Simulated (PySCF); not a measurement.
Coordinates in bohr (charge 0 multiplicity 1):
```
C     0.1805    0.0000    0.0000
O     2.4486    0.0000    0.0000
O    -1.2822   -2.0455    0.0000
O    -1.2822    2.0455    0.0000
H    -0.1565   -3.4793    0.0000
H    -0.1565    3.4793    0.0000
```

All numbers come from PySCF, PBE0, basis C def2-TZVP, O def2-TZVP, H def2-TZVP (no relativity, density fitting).

This geometry of CO(OH)2 is a stationary point at this level.

(1) What is the point group?

(2) Is it a minimum?

(3) List the harmonic modes with their infrared intensities.

(4) What is the atomisation energy, with and without zero-point energy?

## Answers

(1) C2v.

(2) Yes: all harmonic wavenumbers are real.

(3) 
```
symmetry  ω (cm⁻¹)  IR (km/mol)
      a2       538          0.0
      a1       552          7.2
      b1       608          217
      b2       608         52.4
      b1       817         56.9
      a1      1006         14.3
      b2      1171          415
      a1      1293         33.1
      b2      1489          161
      a1      1866          543
      b2      3838          195
      a1      3841         15.8
```

(4) 2581 kJ/mol without, 2476 kJ/mol with.

Other isomers or separated fragments may lie lower.
